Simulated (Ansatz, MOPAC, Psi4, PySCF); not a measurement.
Species: C3H8N, net charge 0, doublet state. SMILES: [CH2]N(C)C
Geometry from a B3LYP-D3(BJ)/def2-TZVP (Ansatz, a quantum-chemistry and plane-wave program) optimisation:
```xyz
12

N      0.0005     0.0551     0.2183
C      0.0018     1.4267     0.0776
C      1.2189    -0.6517    -0.1159
C     -1.2208    -0.6490    -0.1109
H      0.9345     1.9380     0.2649
H     -0.9291     1.9401     0.2687
H      1.3617    -0.7396    -1.2032
H      1.1929    -1.6551     0.3115
H      2.0748    -0.1202     0.2993
H     -1.3683    -0.7365    -1.1976
H     -2.0739    -0.1156     0.3078
H     -1.1953    -1.6525     0.3164
```
Charge 0, spin multiplicity 2.

Property: size of the dipole moment, in D. Conventions: no spin-orbit coupling; LANL2DZ all-electron up to Ne; non-relativistic; open shells spin-unrestricted; no dispersion term unless named; PM7 with its own dispersion and hydrogen-bond terms; 6-311+G** with 5d; six Cartesian d functions in 6-31G* and its kin unless marked 5d. First-principles rows: single points at B3LYP-D3(BJ) geometries (Ansatz). Semi-empirical rows: dipoles at the shared geometry.

```
level               program  size of the dipole moment (D)
------------------  -------  -----------------------------
PM7                   MOPAC                           1.72
SVWN5/6-31G*         Ansatz                           1.22
PBE/3-21G            Ansatz                           1.21
PBE/LANL2DZ          Ansatz                           1.48
PBE/def2-SVP         Ansatz                           1.22
PBE/6-311+G**        Ansatz                           1.43
BLYP/6-31G*          Ansatz                           1.14
B3LYP/6-31G*         Ansatz                           1.09
B3LYP/def2-SVP       Ansatz                           1.17
B3LYP/cc-pVDZ        Ansatz                           1.16
M06-2X/6-31G* (5d)    PySCF                           1.08
M06-2X/6-311+G**      PySCF                           1.31
wB97X-D/6-311+G**      Psi4                           1.32
```

No value to compare with is used here. The 13 habitual levels span 1.08 (M06-2X/6-31G* (5d)) to 1.72 D (PM7).

The levels are drawn from those run, B3LYP/6-31G* more often than the rest, none by its result; runs whose electronic state is in doubt are left out.
